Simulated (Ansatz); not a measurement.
For cubic perovskite KTaO₃, r²SCAN+rVV10 (PAW; Ansatz, an electronic-structure program) gives:

```
Quantity                    Result
------------------  --------------
lattice constant a         3.981 Å
formation enthalpy  -2.984 eV/atom
```

Problem. What does HSE06 (Ansatz, PAW) give for the same quantities?

Solution. 
- lattice constant a: 3.986 Å (increases by 0.1 %)
- formation enthalpy: -2.739 eV/atom (moves by +0.245 eV/atom)

Changes are worked out from the printed values.

Unless a cell is named, each level is at its own relaxed cell (r²SCAN+rVV10 12.62, HSE06 12.67 Å³/atom).

Levels without +SOC leave out spin–orbit coupling, which shifts energies and cells of such heavy elements.

Caveats: hybrids on metals are sensitive to the k mesh and can open a false gap (HSE06); the relaxation could not lower the start's symmetry, so the cell can be a saddle point above a distorted one (r²SCAN+rVV10, HSE06). Ansatz's density-functional and Hartree–Fock values are scalar-relativistic unless marked +SOC, with PAW data made under PBE.
